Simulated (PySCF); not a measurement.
One elementary step

Start structure (SiNH$_{7}$O, closed shell), relaxed at PBE0-D4/def2-TZVP:

```
10
angstrom
Si -1.1822 -0.6391 -0.2497
N 0.2998 -0.6231 0.6594
H -2.0730 -1.8011 0.0320
H -1.9138 0.6074 0.0757
H -0.8166 -0.6800 -1.6879
H 1.1953 1.0785 0.1212
O 1.5277 1.9688 -0.0825
H 0.2262 -0.4417 1.6508
H 0.9437 -1.3872 0.5106
H 1.8612 1.9160 -0.9799
```

The step: SiNH₅ ([NH2][SiH3]) + H₂O → SiH₄O ([OH][SiH3]) + NH₃; bonds formed: Si1–O7, N2–H6; bonds broken: Si1–N2, H6–O7. Program: PySCF 2.14 with density fitting (its default auxiliary sets; JK sets also for MP2 and CCSD(T)). Basis: def2-TZVPP and def2-QZVPP. Cores are frozen in the correlated methods. Extrapolation: Hartree–Fock as exp(−7.88 √X), correlation as X^−2.97. Energies below are by CCSD(T) at an estimated basis limit (MP2 extrapolated from triple and quadruple zeta, plus CCSD(T) − MP2 in triple zeta).

(1) What are the electronic barrier and the energy of the step, from the start structure to the end structure? (An estimate is asked for; the value comes from the calculation.)

T1 diagnostic: at most 0.011. The end structure is not quite a true minimum (one mode of 51i cm⁻¹).

## Answers

(1) Computed: Barrier 1.160 eV; step energy -0.315 eV (downhill); reverse barrier, their difference, 1.475 eV. Barrier and step energy count from the start structure, the reverse barrier from the end structure.

The saddle point: One imaginary mode of 1065i cm⁻¹.
```json
{"pair": "Si1–O7", "start (Å)": "3.76", "saddle (Å)": "2.02", "end (Å)": "1.67"}
{"pair": "N2–H6", "start (Å)": "2.00", "saddle (Å)": "1.21", "end (Å)": "1.01"}
{"pair": "Si1–N2", "start (Å)": "1.74", "saddle (Å)": "1.88", "end (Å)": "2.60"}
{"pair": "H6–O7", "start (Å)": "0.97", "saddle (Å)": "1.28", "end (Å)": "2.46"}
```

Zero-point energy (harmonic, PBE0-D4): ZPE is 2.040 eV at the start and 1.998 eV at the saddle, so the barrier goes from 1.160 to 1.118 eV.

The step is the kind of ligand exchange by which a precursor binds to a hydroxyl group, or is hydrolysed, in atomic layer deposition of oxides.

Labels in which every atom is bracketed show which atoms are joined, not bond orders.

For scale, one of the runs: CCSD(T)/def2-TZVPP, 202 basis functions, launched by `OMP_NUM_THREADS=4 python run.py`. Time: 6.2 min of wall clock on 4 CPU threads of an Arm Neoverse V1; the host was shared. Peak host memory: 2.5 GiB.
